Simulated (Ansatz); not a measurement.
Geometry optimisation, Ansatz 0.2.0, RKS r2SCAN/6-31G*.

Input:

```yaml
crystal:
  periodic: [false, false, false]
  atoms:
    - { symbol: Al, position_ang: [0.0, 0.0, 0.0] }
    - { symbol: H, position_ang: [0.8998, 0.0, 1.5126] }
    - { symbol: Cl, position_ang: [2.3982, 0.0, 0.3916] }
    - { symbol: C, position_ang: [-1.706, 0.0, -0.985] }
    - { symbol: H, position_ang: [-2.2662, -0.9305, -0.7558] }
    - { symbol: H, position_ang: [-2.3102, 0.8797, -0.6796] }
    - { symbol: H, position_ang: [-1.5043, 0.0508, -2.0753] }
basis:
  gaussian: { orbitals: "6-31G*" }
hamiltonian:
  xc: r2scan
relax:
  f_tol: 0.15
  max_steps: 25
  restrain:
    - { distance: [1, 2], at: 1.37, k: 30.0 }
    - { distance: [0, 1], at: 2.76, k: 30.0 }
    - { distance: [0, 2], at: 3.43, k: 30.0 }
```

Run as:

```bash
$ ansatz run input.yaml --threads 1 --pin off --max-ram 2048MiB --backend cpu --events-out ev --progress --plain --runs-dir out
```

Problem. Where does it end, and by what steps?

Solution. The run converged. The restraints hold the end off the free minimum; the threshold counts their pulls, which the force column leaves out. Restrained pairs: H2–Cl3 (1.87 → 1.34 Å), Al1–H2 (1.76 → 2.75 Å), Al1–Cl3 (2.43 → 3.43 Å). After 13 steps the energy has fallen by 0.050 eV (the restraints' own energy left out); Al1 moved furthest, 1.20 Å.

```tsv
step	energy less start (eV)	largest force component (eV/Å)	accepted
0	0.0000	3.099	yes
1	1.2178	4.832	yes
2	2.4527	7.160	yes
3	2.3294	7.762	yes
4	1.2017	3.980	yes
5	0.3430	1.091	yes
6	0.0818	0.937	yes
7	0.0205	0.761	yes
8	-0.0141	0.768	yes
9	-0.0231	0.750	yes
10	-0.0347	0.941	yes
11	-0.0501	0.799	yes
12	-0.0425	1.030	no
13	-0.0502	0.866	yes
```

```xyz
7
Properties=species:S:1:pos:R:3
Al -0.922 -0.019 0.771
H 1.748 -0.031 1.449
Cl 2.482 0.043 0.327
C -1.804 0.000 -1.011
H -2.436 -0.892 -1.154
H -2.466 0.874 -1.126
H -1.090 0.025 -1.849
```

Time of the run: 41 s on 1 thread of Intel(R) Xeon(R) Platinum 8259CL CPU @ 2.50GHz (Skylake/Cascade Lake), with other jobs on the host, peak memory 0.16 GiB.
